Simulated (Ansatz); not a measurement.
**Ti3O: computed properties**

Level of theory: DFT r2SCAN, scalar-relativistic, plane waves, PAW in Ansatz 0.2.0.

Settings: cutoff 500 eV, Γ-centred mesh 12×12×8 on the computed 8-atom cell, Gaussian smearing of 0.10 eV; no spin polarisation.

The structure is relaxed at this level of theory with its symmetry kept. Whether it is the stable form of this composition wasn't checked.

```xyz
8
Lattice="5.1286 0.0000 0.0000 -2.5643 4.4415 0.0000 0.0000 0.0000 4.8541" Properties=species:S:1:pos:R:3 pbc="T T T"
Ti   -1.7225    2.9834    3.6406
Ti   -0.8418    1.4581    1.2135
Ti    3.4449    0.0000    3.6406
Ti    1.7225    2.9834    1.2135
Ti    0.8418    1.4581    3.6406
Ti    1.6837    0.0000    1.2135
O     0.0000    0.0000    2.4271
O     0.0000    0.0000    0.0000
```

Q: Formation energy from the elements' standard states (uncorrected)?

A: -1.426 eV/atom.

Q: Density of states at the Fermi level?

A: 3.95 states/eV per cell.

Q: Löwdin character within 0.5 eV of the Fermi level?

A: Ti 3d 93 %.

Q: Bulk modulus?

A: 152 GPa.

Q: Its pressure derivative?

A: 4.0.

Q: Bader charges (e)?

A: Ti (6 in the cell) 0.48, O (2 in the cell) -1.45.

Spin polarisation was left out, and a magnetic state may lie lower.

A ferromagnetic start lost its moments in a first run, so spin was left out; other magnetic orders weren't tried.